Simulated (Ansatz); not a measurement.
## Which is lower?

The two ends of one reaction step of BNH8O, closed shell (PBE0-D4/def2-TZVP).

A:

```
11
angstrom
B -1.1363 -0.8686 -0.5185
H -1.4157 0.2088 -1.0172
H -0.2090 -1.4216 -1.0707
H -2.0954 -1.5791 -0.3360
H 0.2273 0.1017 0.7980
O -0.5568 -0.5356 0.9581
H 1.1597 0.7542 -0.8610
N 1.4263 0.9353 0.1025
H -1.2326 -0.0787 1.4667
H 1.4830 1.9379 0.2297
H 2.3495 0.5457 0.2484
```

B:

| atom | x (Å) | y (Å) | z (Å) |
| --- | --- | --- | --- |
| B1 | -1.0139 | -1.4010 | 0.0505 |
| H2 | -0.9598 | 0.9321 | -1.9519 |
| H3 | -0.0421 | -1.8778 | -0.4566 |
| H4 | -2.1043 | -1.4693 | -0.4457 |
| H5 | 1.0520 | 0.5282 | 0.8343 |
| O6 | -0.8390 | -0.7920 | 1.2446 |
| H7 | -0.3484 | 1.0666 | -1.5364 |
| N8 | 1.5773 | 1.0748 | 0.1612 |
| H9 | -1.6481 | -0.4197 | 1.6044 |
| H10 | 1.9817 | 1.8613 | 0.6539 |
| H11 | 2.3447 | 0.4968 | -0.1584 |

Computed with Ansatz 0.2.0 (basis: def2-TZVPP); correlated methods freeze the cores. B3LYP uses VWN-RPA correlation.

Q: Which structure is lower at CCSD(T), and by how much? (Judge from chemistry; the value comes from the calculation.)

A: Computed: B, by 0.131 eV (electronic energy, against the other). By their contacts, A is a complex of BH₅O ([BH3][OH2]) + NH₃ and B is a complex of BH₃O ([BH2][OH]) + NH₃ + H₂.

Q: Do the other methods give the same order? (A judgement: the text doesn't fix the answer.)

A: By the calculation: Not all: SPW92, PBE-D4, PBE0-D4 give the other order.

| method | E(B) − E(A) (eV) |
| --- | --- |
| SPW92 | 0.500 |
| PBE-D4 | 0.024 |
| BLYP-D4 | -0.219 |
| r2SCAN-D4 | -0.023 |
| B97M-V | -0.120 |
| PBE0-D4 | 0.035 |
| B3LYP-D4 | -0.176 |
| r2SCAN0-D4 | -0.008 |
| BHLYP-D4 | -0.188 |
| CAM-B3LYP-D4 | -0.102 |
| wB97X-V | -0.105 |
| wB97M-V | -0.106 |
| B2PLYP | -0.188 |
| PBE-QIDH | -0.006 |
| RPA on PBE | -0.192 |
| HF | -0.547 |
| MP2 | -0.121 |
| CCSD | -0.171 |
| CCSD(T) | -0.131 |

The T1 diagnostic stays at or below 0.012.

Labels in which every atom is bracketed show which atoms are joined, not bond orders.

For scale, one of the runs: CCSD(T)/def2-TZVPP, 205 basis functions (an equivalent command: `ansatz run in.yaml --threads 2`). Hardware: 2 CPU threads, shared host. Wall time 35 s; peak host memory 3 GiB.
